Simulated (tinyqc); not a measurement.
Inside a calculation (part 1 of 2). Method: RHF in the sto-3g basis, for H2O, spin multiplicity 1. Computed by tinyqc, a small Python program that keeps every step (integrals from PySCF). Settings: charge = 0, multiplicity = 1, basis = sto-3g, energy threshold = 1e-10, iteration cap = 75, orthogonalisation = symmetric, start = core, DIIS depth = 4, DIIS from iteration = 3, method = RHF. Command: `OMP_NUM_THREADS=1 python tinyqc.py 31598 31599 out.jsonl` (the two numbers bound the seeds that draw the settings). One thread of a shared host (Intel(R) Xeon(R) Processor @ 2.60GHz), about 0.06 s of CPU time with the checks. Later iterations appear only in the table of the cycle.

## One-electron integrals

Geometry (angstrom):
```
atom         x          y         z
O     0.000000   0.000000  0.000000
H     0.000000   0.816000  0.782000
H     0.000000  -0.816000  0.782000
```

Basis sto-3g: exponents (1/bohr^2) and contraction coefficients of normalised primitives:
```
element  l (shell)    exponent  coefficient
O            s (1)  130.709320     0.154329
O            s (1)   23.808861     0.535328
O            s (1)    6.443608     0.444635
O            s (2)    5.033151    -0.099967
O            s (2)    1.169596     0.399513
O            s (2)    0.380389     0.700115
O            p (3)    5.033151     0.155916
O            p (3)    1.169596     0.607684
O            p (3)    0.380389     0.391957
H            s (1)    3.425251     0.154329
H            s (1)    0.623914     0.535328
H            s (1)    0.168855     0.444635
```

Overlap, kinetic and nuclear-attraction integrals over the contracted functions; the nuclear repulsion is the sum of Za Zb / Rab.

nuclear repulsion = 7.81561750 hartree

overlap S, order 1O 1s, 1O 2s, 1O 2px, 1O 2py, 1O 2pz, 2H 1s, 3H 1s:
$$\begin{pmatrix}
1.000000 & 0.236704 & 0.000000 & 0.000000 & 0.000000 & 0.035745 & 0.035745 \\
0.236704 & 1.000000 & 0.000000 & 0.000000 & 0.000000 & 0.368777 & 0.368777 \\
0.000000 & 0.000000 & 1.000000 & 0.000000 & 0.000000 & 0.000000 & 0.000000 \\
0.000000 & 0.000000 & 0.000000 & 1.000000 & 0.000000 & 0.237576 & -0.237576 \\
0.000000 & 0.000000 & 0.000000 & 0.000000 & 1.000000 & 0.227677 & 0.227677 \\
0.035745 & 0.368777 & 0.000000 & 0.237576 & 0.227677 & 1.000000 & 0.211818 \\
0.035745 & 0.368777 & 0.000000 & -0.237576 & 0.227677 & 0.211818 & 1.000000
\end{pmatrix}$$

kinetic energy T (hartree), order 1O 1s, 1O 2s, 1O 2px, 1O 2py, 1O 2pz, 2H 1s, 3H 1s:
$$\begin{pmatrix}
29.003200 & -0.168011 & 0.000000 & 0.000000 & 0.000000 & -0.008780 & -0.008780 \\
-0.168011 & 0.808128 & 0.000000 & 0.000000 & 0.000000 & 0.060728 & 0.060728 \\
0.000000 & 0.000000 & 2.528731 & 0.000000 & 0.000000 & 0.000000 & 0.000000 \\
0.000000 & 0.000000 & 0.000000 & 2.528731 & 0.000000 & 0.122197 & -0.122197 \\
0.000000 & 0.000000 & 0.000000 & 0.000000 & 2.528731 & 0.117106 & 0.117106 \\
-0.008780 & 0.060728 & 0.000000 & 0.122197 & 0.117106 & 0.760032 & 0.000610 \\
-0.008780 & 0.060728 & 0.000000 & -0.122197 & 0.117106 & 0.000610 & 0.760032
\end{pmatrix}$$

nuclear attraction V (hartree), order 1O 1s, 1O 2s, 1O 2px, 1O 2py, 1O 2pz, 2H 1s, 3H 1s:
$$\begin{pmatrix}
-61.554876 & -7.404734 & 0.000000 & 0.000000 & -0.015408 & -1.144736 & -1.144736 \\
-7.404734 & -9.984401 & 0.000000 & 0.000000 & -0.189285 & -2.820378 & -2.820378 \\
0.000000 & 0.000000 & -9.855213 & 0.000000 & 0.000000 & 0.000000 & 0.000000 \\
0.000000 & 0.000000 & 0.000000 & -9.942772 & 0.000000 & -1.592352 & 1.592352 \\
-0.015408 & -0.189285 & 0.000000 & 0.000000 & -9.935628 & -1.581855 & -1.581855 \\
-1.144736 & -2.820378 & 0.000000 & -1.592352 & -1.581855 & -5.226902 & -1.196261 \\
-1.144736 & -2.820378 & 0.000000 & 1.592352 & -1.581855 & -1.196261 & -5.226902
\end{pmatrix}$$

core Hamiltonian H = T + V (hartree), order 1O 1s, 1O 2s, 1O 2px, 1O 2py, 1O 2pz, 2H 1s, 3H 1s:
$$\begin{pmatrix}
-32.551676 & -7.572745 & 0.000000 & 0.000000 & -0.015408 & -1.153516 & -1.153516 \\
-7.572745 & -9.176273 & 0.000000 & 0.000000 & -0.189285 & -2.759650 & -2.759650 \\
0.000000 & 0.000000 & -7.326482 & 0.000000 & 0.000000 & 0.000000 & 0.000000 \\
0.000000 & 0.000000 & 0.000000 & -7.414041 & 0.000000 & -1.470155 & 1.470155 \\
-0.015408 & -0.189285 & 0.000000 & 0.000000 & -7.406896 & -1.464750 & -1.464750 \\
-1.153516 & -2.759650 & 0.000000 & -1.470155 & -1.464750 & -4.466870 & -1.195651 \\
-1.153516 & -2.759650 & 0.000000 & 1.470155 & -1.464750 & -1.195651 & -4.466870
\end{pmatrix}$$

## Two-electron integrals

Functions are numbered as in S; the eight-fold symmetry (ij|kl) = (ji|kl) = (kl|ij) leaves the list below.

Two-electron integrals (ij|kl) in chemists' order, unique and non-zero (hartree):
```
(11|11) 4.785065    (21|11) 0.741380    (21|21) 0.136873    (22|11) 1.118947
(22|21) 0.256633    (22|22) 0.817206    (31|31) 0.024477    (32|31) 0.037809
(32|32) 0.180518    (33|11) 1.115814    (33|21) 0.256684    (33|22) 0.817023
(33|33) 0.880159    (41|41) 0.024477    (42|41) 0.037809    (42|42) 0.180518
(43|43) 0.047444    (44|11) 1.115814    (44|21) 0.256684    (44|22) 0.817023
(44|33) 0.785270    (44|44) 0.880159    (51|51) 0.024477    (52|51) 0.037809
(52|52) 0.180518    (53|53) 0.047444    (54|54) 0.047444    (55|11) 1.115814
(55|21) 0.256684    (55|22) 0.817023    (55|33) 0.785270    (55|44) 0.785270
(55|55) 0.880159    (61|11) 0.113285    (61|21) 0.020756    (61|22) 0.038726
(61|33) 0.038650    (61|41) 0.000685    (61|42) 0.001291    (61|44) 0.038772
(61|51) 0.000656    (61|52) 0.001237    (61|54) 0.000117    (61|55) 0.038762
(61|61) 0.003188    (62|11) 0.296500    (62|21) 0.068948    (62|22) 0.245653
(62|33) 0.241324    (62|41) 0.003742    (62|42) 0.029494    (62|44) 0.247967
(62|51) 0.003586    (62|52) 0.028265    (62|54) 0.006366    (62|55) 0.247425
(62|61) 0.010678    (62|62) 0.094138    (63|31) 0.006955    (63|32) 0.041424
(63|43) 0.006006    (63|53) 0.005756    (63|63) 0.012899    (64|11) 0.160592
(64|21) 0.037803    (64|22) 0.143797    (64|33) 0.137390    (64|41) 0.008742
(64|42) 0.057624    (64|44) 0.153075    (64|51) 0.001713    (64|52) 0.015525
(64|54) 0.009276    (64|55) 0.140763    (64|61) 0.006093    (64|62) 0.066982
(64|64) 0.060013    (65|11) 0.153900    (65|21) 0.036228    (65|22) 0.137806
(65|33) 0.131665    (65|41) 0.001713    (65|42) 0.015525    (65|44) 0.135185
(65|51) 0.008597    (65|52) 0.056302    (65|54) 0.009379    (65|55) 0.146409
(65|61) 0.005839    (65|62) 0.064191    (65|64) 0.045150    (65|65) 0.056169
(66|11) 0.459273    (66|21) 0.108513    (66|22) 0.445106    (66|33) 0.427782
(66|41) 0.007134    (66|42) 0.079000    (66|44) 0.454586    (66|51) 0.006837
(66|52) 0.075708    (66|54) 0.025687    (66|55) 0.452399    (66|61) 0.016921
(66|62) 0.222037    (66|64) 0.180291    (66|65) 0.172779    (66|66) 0.774606
(71|11) 0.113285    (71|21) 0.020756    (71|22) 0.038726    (71|33) 0.038650
(71|41) -0.000685   (71|42) -0.001291   (71|44) 0.038772    (71|51) 0.000656
(71|52) 0.001237    (71|54) -0.000117   (71|55) 0.038762    (71|61) 0.003146
(71|62) 0.010392    (71|64) 0.005452    (71|65) 0.005688    (71|66) 0.016352
(71|71) 0.003188    (72|11) 0.296500    (72|21) 0.068948    (72|22) 0.245653
(72|33) 0.241324    (72|41) -0.003742   (72|42) -0.029494   (72|44) 0.247967
(72|51) 0.003586    (72|52) 0.028265    (72|54) -0.006366   (72|55) 0.247425
(72|61) 0.010392    (72|62) 0.076967    (72|64) 0.037819    (72|65) 0.051133
(72|66) 0.149077    (72|71) 0.010678    (72|72) 0.094138    (73|31) 0.006955
(73|32) 0.041424    (73|43) -0.006006   (73|53) 0.005756    (73|63) 0.010228
(73|73) 0.012899    (74|11) -0.160592   (74|21) -0.037803   (74|22) -0.143797
(74|33) -0.137390   (74|41) 0.008742    (74|42) 0.057624    (74|44) -0.153075
(74|51) -0.001713   (74|52) -0.015525   (74|54) 0.009276    (74|55) -0.140763
(74|61) -0.005452   (74|62) -0.037819   (74|64) -0.008760   (74|65) -0.024615
(74|66) -0.065982   (74|71) -0.006093   (74|72) -0.066982   (74|74) 0.060013
(75|11) 0.153900    (75|21) 0.036228    (75|22) 0.137806    (75|33) 0.131665
(75|41) -0.001713   (75|42) -0.015525   (75|44) 0.135185    (75|51) 0.008597
(75|52) 0.056302    (75|54) -0.009379   (75|55) 0.146409    (75|61) 0.005688
(75|62) 0.051133    (75|64) 0.024615    (75|65) 0.043704    (75|66) 0.108339
(75|71) 0.005839    (75|72) 0.064191    (75|74) -0.045150   (75|75) 0.056169
(76|11) 0.116444    (76|21) 0.027378    (76|22) 0.107437    (76|33) 0.104590
(76|44) 0.106316    (76|51) 0.002111    (76|52) 0.020541    (76|55) 0.111285
(76|61) 0.004209    (76|62) 0.042522    (76|64) 0.026212    (76|65) 0.032599
(76|66) 0.109450    (76|71) 0.004209    (76|72) 0.042522    (76|74) -0.026212
(76|75) 0.032599    (76|76) 0.024756    (77|11) 0.459273    (77|21) 0.108513
(77|22) 0.445106    (77|33) 0.427782    (77|41) -0.007134   (77|42) -0.079000
(77|44) 0.454586    (77|51) 0.006837    (77|52) 0.075708    (77|54) -0.025687
(77|55) 0.452399    (77|61) 0.016352    (77|62) 0.149077    (77|64) 0.065982
(77|65) 0.108339    (77|66) 0.320155    (77|71) 0.016921    (77|72) 0.222037
(77|74) -0.180291   (77|75) 0.172779    (77|76) 0.109450    (77|77) 0.774606
```

## Orthogonalisation

S = U s U^T; symmetric (Loewdin) form X = U s^(-1/2) U^T, so that X^T S X = 1.

eigenvalues of S: [0.454102, 0.541810, 0.877704, 1.000000, 1.113512, 1.246371, 1.766500]

X, order 1O 1s, 1O 2s, 1O 2px, 1O 2py, 1O 2pz, 2H 1s, 3H 1s:
$$\begin{pmatrix}
1.023479 & -0.135372 & 0.000000 & 0.000000 & -0.007617 & 0.017915 & 0.017915 \\
-0.135372 & 1.141272 & 0.000000 & 0.000000 & 0.071985 & -0.205183 & -0.205183 \\
0.000000 & 0.000000 & 1.000000 & 0.000000 & 0.000000 & 0.000000 & 0.000000 \\
0.000000 & 0.000000 & 0.000000 & 1.057569 & 0.000000 & -0.156063 & 0.156063 \\
-0.007617 & 0.071985 & 0.000000 & 0.000000 & 1.043419 & -0.124232 & -0.124232 \\
0.017915 & -0.205183 & 0.000000 & -0.156063 & -0.124232 & 1.119976 & -0.076735 \\
0.017915 & -0.205183 & 0.000000 & 0.156063 & -0.124232 & -0.076735 & 1.119976
\end{pmatrix}$$

## Starting guess

The start is the orbitals of the core Hamiltonian; D = 2 C_occ C_occ^T.

D at the start, order 1O 1s, 1O 2s, 1O 2px, 1O 2py, 1O 2pz, 2H 1s, 3H 1s:
$$\begin{pmatrix}
2.128902 & -0.562775 & 0.000000 & 0.000000 & -0.039386 & 0.061979 & 0.061979 \\
-0.562775 & 2.453300 & 0.000000 & 0.000000 & 0.226235 & -0.266746 & -0.266746 \\
0.000000 & 0.000000 & 2.000000 & 0.000000 & 0.000000 & 0.000000 & 0.000000 \\
0.000000 & 0.000000 & 0.000000 & 2.197276 & 0.000000 & -0.257744 & 0.257744 \\
-0.039386 & 0.226235 & 0.000000 & 0.000000 & 2.148909 & -0.206484 & -0.206484 \\
0.061979 & -0.266746 & 0.000000 & -0.257744 & -0.206484 & 0.074785 & 0.014317 \\
0.061979 & -0.266746 & 0.000000 & 0.257744 & -0.206484 & 0.014317 & 0.074785
\end{pmatrix}$$

## Iteration 1: building the Fock matrix

J_ij = sum D_kl (ij|kl), K_ij = sum D_kl (ik|jl); F = H + J - 0.5 K; E = tr D H + tr D J / 2 - 0.25 tr D K + E_nn.

Coulomb J (hartree), order 1O 1s, 1O 2s, 1O 2px, 1O 2py, 1O 2pz, 2H 1s, 3H 1s:
$$\begin{pmatrix}
18.669820 & 3.562527 & 0.000000 & 0.000000 & 0.003733 & 0.540557 & 0.540557 \\
3.562527 & 8.838176 & 0.000000 & 0.000000 & -0.001747 & 2.566627 & 2.566627 \\
0.000000 & 0.000000 & 8.832876 & 0.000000 & 0.000000 & 0.000000 & 0.000000 \\
0.000000 & 0.000000 & 0.000000 & 8.829517 & 0.000000 & 1.473042 & -1.473042 \\
0.003733 & -0.001747 & 0.000000 & 0.000000 & 8.828741 & 1.409383 & 1.409383 \\
0.540557 & 2.566627 & 0.000000 & 1.473042 & 1.409383 & 4.455989 & 1.090517 \\
0.540557 & 2.566627 & 0.000000 & -1.473042 & 1.409383 & 1.090517 & 4.455989
\end{pmatrix}$$

exchange K (hartree), order 1O 1s, 1O 2s, 1O 2px, 1O 2py, 1O 2pz, 2H 1s, 3H 1s:
$$\begin{pmatrix}
9.848860 & 1.720312 & 0.000000 & 0.000000 & 0.001420 & 0.276143 & 0.276143 \\
1.720312 & 2.870509 & 0.000000 & 0.000000 & 0.004768 & 0.720458 & 0.720458 \\
0.000000 & 0.000000 & 2.367743 & 0.000000 & 0.000000 & 0.000000 & 0.000000 \\
0.000000 & 0.000000 & 0.000000 & 2.367147 & 0.000000 & 0.309928 & -0.309928 \\
0.001420 & 0.004768 & 0.000000 & 0.000000 & 2.364055 & 0.294670 & 0.294670 \\
0.276143 & 0.720458 & 0.000000 & 0.309928 & 0.294670 & 0.292820 & 0.185573 \\
0.276143 & 0.720458 & 0.000000 & -0.309928 & 0.294670 & 0.185573 & 0.292820
\end{pmatrix}$$

Fock matrix F (hartree), order 1O 1s, 1O 2s, 1O 2px, 1O 2py, 1O 2pz, 2H 1s, 3H 1s:
$$\begin{pmatrix}
-18.806286 & -4.870374 & 0.000000 & 0.000000 & -0.012385 & -0.751031 & -0.751031 \\
-4.870374 & -1.773351 & 0.000000 & 0.000000 & -0.193416 & -0.553253 & -0.553253 \\
0.000000 & 0.000000 & 0.322523 & 0.000000 & 0.000000 & 0.000000 & 0.000000 \\
0.000000 & 0.000000 & 0.000000 & 0.231903 & 0.000000 & -0.152077 & 0.152077 \\
-0.012385 & -0.193416 & 0.000000 & 0.000000 & 0.239817 & -0.202702 & -0.202702 \\
-0.751031 & -0.553253 & 0.000000 & -0.152077 & -0.202702 & -0.157291 & -0.197920 \\
-0.751031 & -0.553253 & 0.000000 & 0.152077 & -0.202702 & -0.197920 & -0.157291
\end{pmatrix}$$

total energy of this density = -73.27140021 hartree

## Iteration 1: diagonalisation and new density

Diagonalise F' = X^T F X, C = X C', fill 5 alpha and 5 beta electrons from the bottom; D = 2 C_occ C_occ^T. Each column has its largest component positive (the first on a tie).

F' = X^T F X (hartree):
$$\begin{pmatrix}
-18.432703 & -2.628912 & 0.000000 & 0.000000 & -0.022898 & -0.085559 & -0.085559 \\
-2.628912 & -0.762974 & 0.000000 & 0.000000 & -0.068913 & -0.289309 & -0.289309 \\
0.000000 & 0.000000 & 0.322523 & 0.000000 & 0.000000 & 0.000000 & 0.000000 \\
0.000000 & 0.000000 & 0.000000 & 0.361751 & 0.000000 & -0.245740 & 0.245740 \\
-0.022898 & -0.068913 & 0.000000 & 0.000000 & 0.338382 & -0.214637 & -0.214637 \\
-0.085559 & -0.289309 & 0.000000 & -0.245740 & -0.214637 & 0.108578 & -0.074513 \\
-0.085559 & -0.289309 & 0.000000 & 0.245740 & -0.214637 & -0.074513 & 0.108578
\end{pmatrix}$$

orbital energies (hartree): MO1 -18.817300, MO2 -0.659297, MO3 -0.086405, MO4 0.097874, MO5 0.322523, MO6 0.555492, MO7 0.631247

coefficients C, order 1O 1s, 1O 2s, 1O 2px, 1O 2py, 1O 2pz, 2H 1s, 3H 1s:
$$\begin{pmatrix}
0.993411 & -0.221164 & 0.000000 & -0.160174 & 0.000000 & -0.071420 & 0.000000 \\
0.028114 & 0.786188 & 0.000000 & 0.766043 & 0.000000 & 0.452224 & 0.000000 \\
0.000000 & 0.000000 & 0.000000 & 0.000000 & 1.000000 & 0.000000 & 0.000000 \\
0.000000 & 0.000000 & 0.473669 & 0.000000 & 0.000000 & 0.000000 & 0.970980 \\
0.003113 & 0.190583 & 0.000000 & -0.471838 & 0.000000 & 0.930520 & 0.000000 \\
-0.005094 & 0.209464 & 0.573066 & -0.473708 & 0.000000 & -0.577694 & -0.641881 \\
-0.005094 & 0.209464 & -0.573066 & -0.473708 & 0.000000 & -0.577694 & 0.641881
\end{pmatrix}$$

D after iteration 1, order 1O 1s, 1O 2s, 1O 2px, 1O 2py, 1O 2pz, 2H 1s, 3H 1s:
$$\begin{pmatrix}
2.122868 & -0.537296 & 0.000000 & 0.000000 & 0.073038 & 0.048979 & 0.048979 \\
-0.537296 & 2.411405 & 0.000000 & 0.000000 & -0.423052 & -0.396691 & -0.396691 \\
0.000000 & 0.000000 & 2.000000 & 0.000000 & 0.000000 & 0.000000 & 0.000000 \\
0.000000 & 0.000000 & 0.000000 & 0.448724 & 0.000000 & 0.542886 & -0.542886 \\
0.073038 & -0.423052 & 0.000000 & 0.000000 & 0.517925 & 0.526836 & 0.526836 \\
0.048979 & -0.396691 & 0.000000 & 0.542886 & 0.526836 & 1.193410 & -0.120207 \\
0.048979 & -0.396691 & 0.000000 & -0.542886 & 0.526836 & -0.120207 & 1.193410
\end{pmatrix}$$

## Iteration 2: building the Fock matrix

As before.

Coulomb J (hartree), order 1O 1s, 1O 2s, 1O 2px, 1O 2py, 1O 2pz, 2H 1s, 3H 1s:
$$\begin{pmatrix}
16.662821 & 3.112626 & 0.000000 & 0.000000 & 0.003670 & 0.472674 & 0.472674 \\
3.112626 & 7.751056 & 0.000000 & 0.000000 & 0.136302 & 2.380664 & 2.380664 \\
0.000000 & 0.000000 & 7.778820 & 0.000000 & 0.000000 & 0.000000 & 0.000000 \\
0.000000 & 0.000000 & 0.000000 & 7.726144 & 0.000000 & 1.404301 & -1.404301 \\
0.003670 & 0.136302 & 0.000000 & 0.000000 & 7.724072 & 1.391791 & 1.391791 \\
0.472674 & 2.380664 & 0.000000 & 1.404301 & 1.391791 & 4.715114 & 1.088557 \\
0.472674 & 2.380664 & 0.000000 & -1.404301 & 1.391791 & 1.088557 & 4.715114
\end{pmatrix}$$

exchange K (hartree), order 1O 1s, 1O 2s, 1O 2px, 1O 2py, 1O 2pz, 2H 1s, 3H 1s:
$$\begin{pmatrix}
9.763036 & 1.609302 & 0.000000 & 0.000000 & 0.008570 & 0.257019 & 0.257019 \\
1.609302 & 2.474453 & 0.000000 & 0.000000 & -0.043644 & 0.832424 & 0.832424 \\
0.000000 & 0.000000 & 2.241950 & 0.000000 & 0.000000 & 0.000000 & 0.000000 \\
0.000000 & 0.000000 & 0.000000 & 1.368626 & 0.000000 & 0.543196 & -0.543196 \\
0.008570 & -0.043644 & 0.000000 & 0.000000 & 1.383478 & 0.553341 & 0.553341 \\
0.257019 & 0.832424 & 0.000000 & 0.543196 & 0.553341 & 1.354181 & 0.352938 \\
0.257019 & 0.832424 & 0.000000 & -0.543196 & 0.553341 & 0.352938 & 1.354181
\end{pmatrix}$$

Fock matrix F (hartree), order 1O 1s, 1O 2s, 1O 2px, 1O 2py, 1O 2pz, 2H 1s, 3H 1s:
$$\begin{pmatrix}
-20.770373 & -5.264770 & 0.000000 & 0.000000 & -0.016024 & -0.809352 & -0.809352 \\
-5.264770 & -2.662443 & 0.000000 & 0.000000 & -0.031161 & -0.795199 & -0.795199 \\
0.000000 & 0.000000 & -0.668636 & 0.000000 & 0.000000 & 0.000000 & 0.000000 \\
0.000000 & 0.000000 & 0.000000 & -0.372210 & 0.000000 & -0.337452 & 0.337452 \\
-0.016024 & -0.031161 & 0.000000 & 0.000000 & -0.374563 & -0.349630 & -0.349630 \\
-0.809352 & -0.795199 & 0.000000 & -0.337452 & -0.349630 & -0.428847 & -0.283563 \\
-0.809352 & -0.795199 & 0.000000 & 0.337452 & -0.349630 & -0.283563 & -0.428847
\end{pmatrix}$$

total energy of this density = -74.73595664 hartree

## Iteration 2: diagonalisation and new density

As before.

F' = X^T F X (hartree):
$$\begin{pmatrix}
-20.398832 & -2.687032 & 0.000000 & 0.000000 & -0.048494 & -0.090840 & -0.090840 \\
-2.687032 & -1.612849 & 0.000000 & 0.000000 & 0.132659 & -0.357177 & -0.357177 \\
0.000000 & 0.000000 & -0.668636 & 0.000000 & 0.000000 & 0.000000 & 0.000000 \\
0.000000 & 0.000000 & 0.000000 & -0.200594 & 0.000000 & -0.354952 & 0.354952 \\
-0.048494 & 0.132659 & 0.000000 & 0.000000 & -0.236773 & -0.306940 & -0.306940 \\
-0.090840 & -0.357177 & 0.000000 & -0.354952 & -0.306940 & -0.061269 & -0.087167 \\
-0.090840 & -0.357177 & 0.000000 & 0.354952 & -0.306940 & -0.087167 & -0.061269
\end{pmatrix}$$

orbital energies (hartree): MO1 -20.777557, MO2 -1.419519, MO3 -0.668636, MO4 -0.601942, MO5 -0.574360, MO6 0.374546, MO7 0.427246

coefficients C, order 1O 1s, 1O 2s, 1O 2px, 1O 2py, 1O 2pz, 2H 1s, 3H 1s:
$$\begin{pmatrix}
0.994886 & -0.252174 & 0.000000 & 0.000000 & 0.065790 & -0.093894 & 0.000000 \\
0.022009 & 0.967843 & 0.000000 & 0.000000 & -0.370238 & 0.579593 & 0.000000 \\
0.000000 & 0.000000 & 1.000000 & 0.000000 & 0.000000 & 0.000000 & 0.000000 \\
0.000000 & 0.000000 & 0.000000 & 0.688186 & 0.000000 & 0.000000 & 0.832805 \\
0.002496 & 0.028631 & 0.000000 & 0.000000 & 0.723257 & 0.775180 & 0.000000 \\
-0.003914 & 0.071871 & 0.000000 & 0.406538 & 0.354076 & -0.686644 & -0.758381 \\
-0.003914 & 0.071871 & 0.000000 & -0.406538 & 0.354076 & -0.686644 & 0.758381
\end{pmatrix}$$

D after iteration 2, order 1O 1s, 1O 2s, 1O 2px, 1O 2py, 1O 2pz, 2H 1s, 3H 1s:
$$\begin{pmatrix}
2.115437 & -0.493052 & 0.000000 & 0.000000 & 0.085691 & 0.002554 & 0.002554 \\
-0.493052 & 2.148563 & 0.000000 & 0.000000 & -0.480022 & -0.123237 & -0.123237 \\
0.000000 & 0.000000 & 2.000000 & 0.000000 & 0.000000 & 0.000000 & 0.000000 \\
0.000000 & 0.000000 & 0.000000 & 0.947199 & 0.000000 & 0.559547 & -0.559547 \\
0.085691 & -0.480022 & 0.000000 & 0.000000 & 1.047852 & 0.516271 & 0.516271 \\
0.002554 & -0.123237 & 0.000000 & 0.559547 & 0.516271 & 0.591646 & -0.069446 \\
0.002554 & -0.123237 & 0.000000 & -0.559547 & 0.516271 & -0.069446 & 0.591646
\end{pmatrix}$$
